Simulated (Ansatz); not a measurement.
# C3HS: the cost of one run

Program: the Python package of Ansatz 0.2.0. Level of theory: PBE0+D4/cc-pVDZ. These are calculated values, not measurements.

### Step 1. The system

Bond lengths: C1–C2 1.200 Å, C2–C3 1.540 Å, C3–S4 1.799 Å, C1–H5 1.063 Å. Angles: C1–C2–C3 180.0°, C2–C1–H5 180.0°, C2–C3–S4 180.0°.

Input file c3hs.xyz:

```xyz
5

C    -1.47160    0.11300    0.14470
C    -0.28090    0.02160    0.02760
C     1.24680   -0.09580   -0.12260
S     3.03170   -0.23290   -0.29810
H    -2.52600    0.19400    0.24840
```

### Step 2. Script

File freq_c3hs.py:

```python
"""Harmonic frequencies of C3HS(+) at its relaxed geometry."""

import argparse
import itertools

import ansatz as az
from ase.data import atomic_numbers, covalent_radii
import numpy as np

parser = argparse.ArgumentParser(description="Harmonic frequencies of C3HS(+) at its relaxed geometry.")
parser.add_argument("--basis-set", required=True, help="Gaussian basis set")
parser.add_argument("--xc", required=True, help="exchange-correlation functional")
parser.add_argument("--dispersion", default="d4", help="dispersion correction")
parser.add_argument("--net-charge", type=int, default=1, help="electrons removed")
args = parser.parse_args()


def main() -> None:
    geometry = az.Crystal.molecule_from_extxyz("c3hs.xyz")

    model = (
        geometry.calculation()
        .basis(gaussian=args.basis_set)
        .functional(args.xc, dispersion=args.dispersion)
        .charge(args.net_charge)
    )
    symbols = [site.symbol for site in geometry.cartesian_sites]
    start = np.array([site.position_ang for site in geometry.cartesian_sites], dtype=float)
    def progress(event):
        if event["event"] == "relax_step":
            row = event["data"]
            print(f"step {row['step']:3d}  E = {row['lagrangian_ev']:.6f} eV  largest force component {row['allowed_force_max_ev_ang']:.4f} eV/A")


    data = model.relax(force_tolerance=0.003, max_steps=100).session().plan().execute(on_event=progress).report
    end = np.array(data["positions_ang"])

    # pairs closer than 1.2 times the sum of covalent radii, before or after
    radius = [covalent_radii[atomic_numbers[s]] for s in symbols]
    span = lambda where, i, j: np.linalg.norm(where[i] - where[j])
    bonded = [(i, j) for i, j in itertools.combinations(range(len(symbols)), 2) if min(span(start, i, j), span(end, i, j)) < 1.2 * (radius[i] + radius[j])]
    print("pair        before    after (A)")
    for i, j in bonded:
        print(f"{symbols[i]}{i}-{symbols[j]}{j}".ljust(10), f"{span(start, i, j):8.4f} {span(end, i, j):8.4f}")
    for first, second in list(itertools.combinations(bonded, 2)):
        shared = set(first) & set(second)
        if shared and symbols[(j := shared.pop())] != "H":
            i, k = sorted((set(first) | set(second)) - {j})
            u, v = end[i] - end[j], end[k] - end[j]
            angle = np.degrees(np.arccos(np.clip(u @ v / np.linalg.norm(u) / np.linalg.norm(v), -1, 1)))
            print(f"final angle {symbols[i]}{i}-{symbols[j]}{j}-{symbols[k]}{k}: {angle:.2f} deg")

    # same settings at the minimum
    minimum = az.Crystal.molecule()
    for symbol, place in zip(symbols, end):
        minimum = minimum.atom(symbol, place.tolist())
    vibrating = minimum.calculation()
    vibrating = vibrating.basis(gaussian=args.basis_set)
    vibrating = vibrating.functional(args.xc, dispersion=args.dispersion)
    vibrating = vibrating.charge(args.net_charge)
    vibrating = vibrating.phonons(temperatures=(298.15, 498.15, 100))
    vib = vibrating.run().report["vibrations"]
    sums = vib["harmonic_sums"]
    modes = [m["omega_inv_cm"] for m in sums["modes_at_gamma"] if m["rigid_motion"] == "no"]
    for number, w in enumerate(modes, start=1):
        print(f"mode {number:2d} {w:9.1f} 1/cm {w / 8065.544 * 1000:8.2f} meV")
    print("imaginary modes:", sum(w < 0 for w in modes), " zero-point energy:", round(sums["zero_point_energy_ev"], 4), "eV")
    print("T (K)   F_vib (eV)   S_vib (meV/K)   C_vib (meV/K)")
    for row in zip(sums["temperatures_k"], sums["vibrational_free_energy_ev"], vib["entropy_ev_per_k"], vib["heat_capacity_ev_per_k"]):
        print(f"{row[0]:6.1f} {row[1]:11.4f} {1000 * row[2]:13.4f} {1000 * row[3]:15.4f}")


if __name__ == "__main__":
    main()
```

### Step 3. The run

Run with:

```bash
> python freq_c3hs.py --basis-set cc-pVDZ --xc pbe0
```

Q: Estimate wall time and peak memory on 1 thread of Arm Neoverse V1, shared host.

About 58 s, with a peak of 0.17 GiB.
